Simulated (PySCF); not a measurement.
AlF₃, SMILES [F][Al]([F])[F].

Geometry optimised at TPSSh-D3(BJ)/def2-TZVP. The isomer is the one that the SMILES or the coordinates give; other isomers of the formula were not compared.

These are PySCF with ωB97X/def2-TZVPD values and carry that method's errors.

Gas-phase values at a fixed geometry.

```
Item                                                                                                            Value
---------------------------------------------------------------------------------------------  ----------------------
total energy                                                                                       -542.26924 hartree
point group                                                                                                       D3h
highest occupied level                                                                                      -14.33 eV
lowest empty level                                                                                            0.18 eV
orbital gap                                                                                                  14.51 eV
dipole moment                                                                                                  0.00 D
quadrupole, principal values (traceless, Buckingham form, about the centre of nuclear charge)  -4.83, -4.83, 9.67 D·Å
mean static polarisability                                                                       21.0 bohr³ (3.12 Å³)
polarisability, principal values                                                               19.5, 21.8, 21.8 bohr³
```
